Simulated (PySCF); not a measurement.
A structure optimised at PBE0-D3(BJ)/def2-SVP, used in a PySCF frequency run:

```
C
H 1 1.0947
Cl 1 1.7657 2 107.63
Cl 1 1.7657 2 107.63 3 -120.00
Cl 1 1.7657 2 107.63 3 120.00
```

Write its SMILES, formula and point group.

ClC(Cl)Cl, CHCl3, C3v

What are its rotational constants (standard atomic weights)?

3.2368, 3.2368, 1.6783 GHz
